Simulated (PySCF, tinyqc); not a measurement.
Inside a calculation. Method: CISD on RHF in the sto-6g basis, frozen core, for LiH, spin multiplicity 1. The lowest restricted solution is unstable here: a spin-polarised one lies 0.0044 hartree lower (PySCF). One step of it, computed by the program tinyqc.

Problem. CISD: determinants and Hamiltonian. Slater-Condon rules over spin orbitals, with the nuclear repulsion and the energy of the frozen orbital added and E(HF) subtracted on the diagonal. Only determinants linked to the reference directly or through others are kept (one block of an abelian symmetry group), so some states are absent.

one-electron integrals dressed by the frozen orbital, h + 2 (pq|11) - (p1|1q) (hartree), lower triangle:
```
           2          3          4          5          6
2  -0.684086
3   0.059029  -0.330584
4   0.000000   0.000000  -0.305666
5   0.000000   0.000000   0.000000  -0.305666
6  -0.109291   0.070816   0.000000   0.000000  -0.327967
```

energy of the frozen orbital, 2 h_11 + (11|11) = -7.70270465 hartree

Two-electron integrals over orbitals (pq|rs), unique and non-zero (hartree); the lowest 1 orbital is frozen and left out:
```
(22|22) 0.450635    (32|22) -0.059029   (32|32) 0.021260    (33|22) 0.210931
(33|32) 0.014899    (33|33) 0.328803    (42|42) 0.020624    (43|42) 0.020240
(43|43) 0.041690    (44|22) 0.242274    (44|32) 0.014485    (44|33) 0.279928
(44|44) 0.313125    (52|52) 0.020624    (53|52) 0.020240    (53|53) 0.041690
(54|54) 0.016875    (55|22) 0.242274    (55|32) 0.014485    (55|33) 0.279928
(55|44) 0.279374    (55|55) 0.313125    (62|22) 0.109291    (62|32) -0.044799
(62|33) -0.020045   (62|44) -0.038649   (62|55) -0.038649   (62|62) 0.132687
(63|22) -0.057808   (63|32) 0.017122    (63|33) 0.036791    (63|44) 0.008176
(63|55) 0.008176    (63|62) -0.038950   (63|63) 0.030780    (64|42) -0.018221
(64|43) -0.011976   (64|64) 0.019292    (65|52) -0.018221   (65|53) -0.011976
(65|65) 0.019292    (66|22) 0.420828    (66|32) -0.047562   (66|33) 0.238033
(66|44) 0.258210    (66|55) 0.258210    (66|62) 0.094711    (66|63) -0.045398
(66|66) 0.415152
```

nuclear repulsion = 0.72259064 hartree

Hartree-Fock energy = -7.89765044 hartree

Give: determinants; H - E(HF) between determinants.

Solution.

Occupation strings over the orbitals (2 doubly, a alpha, b beta, 0 empty; spin orbitals ordered 1a 1b 2a 2b ...): 220000 2ab000 2a000b 2ba000 2b000a 202000 20a00b 200200 200020 20b00a 200002

H - E(HF) between determinants (hartree), lower triangle:
```
         220000   2ab000   2a000b   2ba000   2b000a   202000   20a00b  200200
220000   0.0000
2ab000   0.0000   0.1138
2a000b   0.0000   0.0130   0.3263
2ba000   0.0000  -0.0213   0.0448   0.1138
2b000a   0.0000   0.0448  -0.1327   0.0130   0.3263
202000   0.0213   0.0739   0.0171  -0.0739  -0.0171   0.5852
20a00b  -0.0448   0.0171   0.0115   0.1293   0.0390   0.1076   0.4970
200200   0.0206   0.0202  -0.0182  -0.0202   0.0182   0.0417  -0.0120  0.6193
200020   0.0206   0.0202  -0.0182  -0.0202   0.0182   0.0417  -0.0120  0.0169
20b00a   0.0448   0.1293   0.0390   0.0171   0.0115  -0.1076  -0.0308  0.0120
200002   0.1327  -0.0390  -0.0146   0.0390   0.0146   0.0308   0.0254  0.0193

        200020   20b00a  200002
200020  0.6193
20b00a  0.0120   0.4970
200002  0.0193  -0.0254  0.6768
```
